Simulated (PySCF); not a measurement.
Species: difluorosilane, F2H2Si.
Numbering: `[F:1][SiH2:2][F:3]` (hydrogens: H4, H5 on Si2)

The same species was optimised twice, with GFN2-xTB and with PBE0-D3(BJ)/def2-SVP (PySCF), and the same property calculations (PySCF, gas phase) were run on both structures.

| coordinate | GFN2-xTB | PBE0-D3(BJ)/def2-SVP | change |
| --- | --- | --- | --- |
| Si2–H5 (Å) | 1.443 | 1.480 | +0.037 |
| Si2–H4 (Å) | 1.443 | 1.480 | +0.037 |
| F1–Si2 (Å) | 1.594 | 1.612 | +0.018 |
| Si2–F3 (Å) | 1.594 | 1.612 | +0.018 |
| H4–Si2–H5 (°) | 120.7 | 114.6 | -6.1 |
| F1–Si2–F3 (°) | 103.0 | 107.8 | +4.8 |
| F3–Si2–H5 (°) | 107.9 | 108.7 | +0.8 |
| F1–Si2–H4 (°) | 107.9 | 108.7 | +0.8 |
| F1–Si2–H5 (°) | 108.0 | 108.5 | +0.5 |
| F3–Si2–H4 (°) | 107.9 | 108.4 | +0.5 |

Rotational constants: A = 22685, B = 8116, C = 6462 MHz (GFN2-xTB) against A = 23825, B = 7481, C = 6125 MHz (PBE0-D3(BJ)/def2-SVP). Point groups within 0.08 Å: C2v and C2v.

On the GFN2-xTB structure: HOMO (eV) -10.15 [PBE0/pcSseg-1]; LUMO (eV) 0.44 [PBE0/pcSseg-1]; dipole (D) 2.11 [PBE0/pcSseg-1]; GIAO shielding of F1/F3 (mean) (ppm) 332.8 [PBE0/pcSseg-1]; GIAO shielding of Si2 (ppm) 363.9 [PBE0/pcSseg-1].

What do these properties become on the PBE0-D3(BJ)/def2-SVP structure?

```json
{"property": "HOMO (eV)", "level": "PBE0/pcSseg-1", "on GFN2-xTB": "-10.15", "on PBE0-D3(BJ)/def2-SVP": "-9.99", "change": "+0.16"}
{"property": "LUMO (eV)", "level": "PBE0/pcSseg-1", "on GFN2-xTB": "0.44", "on PBE0-D3(BJ)/def2-SVP": "0.58", "change": "+0.14"}
{"property": "dipole (D)", "level": "PBE0/pcSseg-1", "on GFN2-xTB": "2.11", "on PBE0-D3(BJ)/def2-SVP": "1.76", "change": "-0.35"}
{"property": "energy, GFN2-xTB geometry as zero (kcal/mol)", "level": "PBE0/pcSseg-1", "on GFN2-xTB": "0.0", "on PBE0-D3(BJ)/def2-SVP": "-1.6", "change": "-1.6"}
{"property": "GIAO shielding of F1/F3 (mean) (ppm)", "level": "PBE0/pcSseg-1", "on GFN2-xTB": "332.8", "on PBE0-D3(BJ)/def2-SVP": "332.1", "change": "-0.7"}
{"property": "GIAO shielding of Si2 (ppm)", "level": "PBE0/pcSseg-1", "on GFN2-xTB": "363.9", "on PBE0-D3(BJ)/def2-SVP": "366.8", "change": "+2.9"}
```

The heavy atoms differ by 0.049 Å rms after alignment. Among all bonds Si2–H4 and Si2–H5 change most and about equally (+0.037 Å). Changes are differences of the printed values. Neither structure is proved a minimum here.
